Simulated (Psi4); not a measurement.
# AlHSCl (SMILES [SH][Al][Cl]): USCS-OMP2/cc-pVDZ (Cholesky decomposition)

What is the energy change on altering one bond length of AlHSCl at USCS-OMP2/cc-pVDZ (Cholesky decomposition)? 

The calculation is run with Psi4 1.11.

2 further runs of the same task are left out: 2 set aside as unsound or not needed.

## (1) The structure to begin with

AlHSCl has 4 atoms, charge 0, and is taken as a doublet. As SMILES, `[SH][Al][Cl]`. Geometry: relaxed at PBE0-D4/def2-TZVP.

Bond lengths: S1–Al2 2.193 Å, Al2–Cl3 2.107 Å, S1–H4 1.345 Å. Angles: S1–Al2–Cl3 115.5°, Al2–S1–H4 92.8°.

## (2) A single-point energy at USCS-OMP2/cc-pVDZ (Cholesky decomposition)

The input, input.inp:

```
memory 1.6 GB

molecule {
  0 2
  S
  Al 1 r2
  Cl 2 r3 1 a3
  H 1 r4 2 a4 3 d4

  r2 = 2.193326
  r3 = 2.106976
  a3 = 115.52845
  r4 = 1.344623
  a4 = 92.79537
  d4 = -179.95044
}

set {
  reference uhf
  scf_type  cd
  mp2_type  conv
}

e_tot, wfn = energy('scs-omp2/cc-pVDZ', return_wfn=True)
print_variables()
```

Command:

```
psi4 -i input.inp -o input.out -n 1
```

input.out:

```text
[...]
  Running in c1 symmetry.
[...]
  Nuclear repulsion =  156.154913511129990
[...]
  Multiplicity = 2
[...]
  Nalpha       = 24
  Nbeta        = 23
[...]
    Number of basis functions: 59
[...]
   @UHF iter   1: -1099.57956247048492   -4.76324e-01   4.12954e-03 DIIS/ADIIS
[...]
   @UHF iter  14: -1099.63088712927151   -2.04636e-12   4.35094e-09 DIIS
[...]
   @S^2 Observed:                7.549158880E-01
[...]
    Orbital Energies [Eh]
    ---------------------
    Alpha Occupied:
       1A   -104.817100     2A    -91.956423     3A    -58.550261
       4A    -10.545736     5A     -8.961159     6A     -8.013691
       7A     -8.010297     8A     -8.010126     9A     -6.643803
      10A     -6.642270    11A     -6.639285    12A     -4.962474
      13A     -3.276307    14A     -3.272705    15A     -3.272289
      16A     -1.082998    17A     -0.968855    18A     -0.587169
      19A     -0.541124    20A     -0.478882    21A     -0.470587
      22A     -0.466657    23A     -0.391632    24A     -0.329907
    Alpha Virtual:
      25A      0.037117    26A      0.117780    27A      0.134247
[...]
  @UHF Final Energy: -1099.63088712927151
   => Energetics <=
    Nuclear Repulsion Energy =            156.1549135111299904
    One-Electron Energy =               -1834.2582863532090869
    Two-Electron Energy =                 578.4724857128074973
    Total Energy =                      -1099.6308871292717413
  UHF NO Occupations:
  HONO-2 :   22  A 1.9996135
  HONO-1 :   23  A 1.9983027
[...]
 Multipole Moments:
 ------------------------------------------------------------------------------------
     Multipole            Electronic (a.u.)      Nuclear  (a.u.)        Total (a.u.)
 ------------------------------------------------------------------------------------
 L = 1.  Multiply by 2.5417464519 to convert [e a0] to [Debye]
 Dipole X            :         -0.0008774            0.0010999            0.0002225
 Dipole Y            :         -1.3527563            2.3964528            1.0436965
 Dipole Z            :          3.5253823           -3.3831502            0.1422321
 Magnitude           :                                                    1.0533434
[...]
	SCS-MP2 Total Energy (a.u.)        : -1099.94723711172719
	SOS-MP2 Total Energy (a.u.)        : -1099.94242438549622
[...]
	MP2 Total Energy (a.u.)            : -1099.96019455075952
[...]
	SCS-OMP2 Total Energy (a.u.)       : -1099.94993511257962
	SOS-OMP2 Total Energy (a.u.)       : -1099.92035350993820
[...]
	OMP2 Total Energy (a.u.)           : -1099.96019455070768
[...]
```

Wall time 27 s (1 thread of Intel Xeon 6975P-C (Granite Rapids), shared host); peak memory 0.31 GiB.

## (3) The distorted shape

The input, job.py:

```python
import psi4

psi4.set_memory('1600 MB')
psi4.set_num_threads(1)
psi4.core.set_output_file('run.log', False)

m = psi4.geometry("""
0 2
S      0.571017     0.784296    -0.866498
Al    -0.262883    -0.726504     0.487302
Cl     0.357417    -2.708004     0.129202
H     -0.216400     1.988100    -0.135600
units angstrom
""")

psi4.set_options({
    'reference': 'uhf',
    'scf_type': 'cd',
    'mp2_type': 'conv',
})

e_tot, wfn = psi4.energy("scs-omp2/cc-pVDZ", molecule=m, return_wfn=True)
print('E =', round(e_tot, 9))
```

Command:

```
python job.py
```

run.log:

```text
[...]
  Running in c1 symmetry.
[...]
  Nuclear repulsion =  154.871803818676142
[...]
  Multiplicity = 2
[...]
  Nalpha       = 24
  Nbeta        = 23
[...]
    Number of basis functions: 59
[...]
   @UHF iter   1: -1099.54491145905627   -5.99383e-01   4.32705e-03 ADIIS/DIIS
[...]
   @UHF iter  16: -1099.60541078591382   -1.36424e-11   9.07841e-09 DIIS
[...]
   @S^2 Observed:                7.546763623E-01
[...]
    Orbital Energies [Eh]
    ---------------------
    Alpha Occupied:
       1A   -104.817338     2A    -91.973257     3A    -58.550459
       4A    -10.545979     5A     -8.973393     6A     -8.013953
       7A     -8.010530     8A     -8.010356     9A     -6.655797
      10A     -6.653999    11A     -6.651364    12A     -4.962558
      13A     -3.276365    14A     -3.272771    15A     -3.272353
      16A     -1.083277    17A     -0.940938    18A     -0.577300
      19A     -0.511270    20A     -0.478372    21A     -0.470835
      22A     -0.464673    23A     -0.392283    24A     -0.329100
    Alpha Virtual:
      25A      0.037425    26A      0.087610    27A      0.123859
[...]
  @UHF Final Energy: -1099.60541078591382
   => Energetics <=
    Nuclear Repulsion Energy =            154.8718038186761419
    One-Electron Energy =               -1831.6469750316623504
    Two-Electron Energy =                 577.1697604270723332
    Total Energy =                      -1099.6054107859138185
  UHF NO Occupations:
  HONO-2 :   22  A 1.9996121
  HONO-1 :   23  A 1.9984185
[...]
 Multipole Moments:
 ------------------------------------------------------------------------------------
     Multipole            Electronic (a.u.)      Nuclear  (a.u.)        Total (a.u.)
 ------------------------------------------------------------------------------------
 L = 1.  Multiply by 2.5417464519 to convert [e a0] to [Debye]
 Dipole X            :         -0.5188624           -0.0541121           -0.5729745
 Dipole Y            :         -3.5978488            4.2296599            0.6318111
 Dipole Z            :          1.3958351           -0.8144025            0.5814326
 Magnitude           :                                                    1.0322543
[...]
	SCS-MP2 Total Energy (a.u.)        : -1099.92486534709701
	SOS-MP2 Total Energy (a.u.)        : -1099.92039947762510
[...]
	MP2 Total Energy (a.u.)            : -1099.93759394305130
[...]
	SCS-OMP2 Total Energy (a.u.)       : -1099.92801721630622
	SOS-OMP2 Total Energy (a.u.)       : -1099.89843833770124
[...]
	OMP2 Total Energy (a.u.)           : -1099.93759394313975
[...]
```

The script printed:

```text
E = -1099.928017216
```

Wall time 31 s (1 thread of Intel Xeon 6975P-C (Granite Rapids), shared host); peak memory 0.31 GiB.

## (4) Outcome

Level: USCS-OMP2/cc-pVDZ (Cholesky decomposition).

```
                                                                   quantity           value
                                                  first shape: total energy  -1099.94994 Eh
    first shape: HOMO energy (Hartree–Fock orbitals) (highest over α and β)        -8.98 eV
     first shape: LUMO energy (Hartree–Fock orbitals) (lowest over α and β)         0.31 eV
                                            first shape: correlation energy      -319.0 mEh
                             first shape: ⟨S²⟩ of the reference determinant           0.755
                                              distorted shape: total energy  -1099.92802 Eh
distorted shape: HOMO energy (Hartree–Fock orbitals) (highest over α and β)        -8.96 eV
 distorted shape: LUMO energy (Hartree–Fock orbitals) (lowest over α and β)         0.35 eV
                                        distorted shape: correlation energy      -322.6 mEh
                         distorted shape: ⟨S²⟩ of the reference determinant           0.755
          energy change with the S1–H4 bond stretched from 1.345 to 1.613 Å        0.596 eV
```

In words: With the S1–H4 bond stretched from 1.345 to 1.613 Å the energy rises by 0.60 eV (57.5 kJ/mol). The first shape isn't relaxed at this level, so the change isn't measured from a minimum.
